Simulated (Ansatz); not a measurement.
**What each rung costs, and what it gives**

The pair of H2S (SMILES S, atoms 1–3) and CO (SMILES [C-]#[O+], atoms 4–5), both closed shells, in one local arrangement (a lower one may exist), relaxed at PBE0-D4/def2-TZVP:

```
5
angstrom
S -0.1930 0.6386 -1.6121
H 0.9753 -0.0129 -1.7115
H -0.8134 -0.4415 -1.1140
C -0.2127 -0.4744 1.8764
O 0.2438 0.2902 2.5610
```

Interaction energies are counterpoise-corrected; the time is that of the whole pair.

Ansatz 0.2.0; basis: as named in each row; cores frozen in the correlated methods. B3LYP uses VWN-RPA correlation. Extrapolation: Hartree–Fock as exp(−7.88 √X), correlation as X^−2.97.

Times are rough, for one single point on 2 threads of a shared host (AMD EPYC 7R43).

The estimate by CCSD(T) at an estimated basis limit (MP2 extrapolated from triple and quadruple zeta, plus CCSD(T) − MP2 in triple zeta) is -0.028 eV.

```
   method        basis  time (s)  interaction energy (eV)  method less estimate
revPBE-D4  def2-TZVPPD         2                   -0.034                -0.006
   PBE-D4  def2-TZVPPD         2                   -0.048                -0.020
  BLYP-D4  def2-TZVPPD         2                   -0.029                -0.001
  PBE0-D4  def2-TZVPPD         2                   -0.039                -0.011
 HSE06-D4  def2-TZVPPD         3                   -0.040                -0.012
r2SCAN-D4  def2-TZVPPD         3                   -0.032                -0.005
 B3LYP-D4  def2-TZVPPD         4                   -0.031                -0.003
   B2PLYP  def2-TZVPPD         4                   -0.007                 0.020
  wB97X-V  def2-TZVPPD         6                   -0.031                -0.003
   B97M-V  def2-TZVPPD         6                   -0.037                -0.009
  wB97M-V  def2-TZVPPD         6                   -0.028                -0.001
      MP2  def2-QZVPPD        12                   -0.029                -0.001
  CCSD(T)  def2-TZVPPD        26                   -0.020                 0.007
```

T1 diagnostic: at most 0.019.
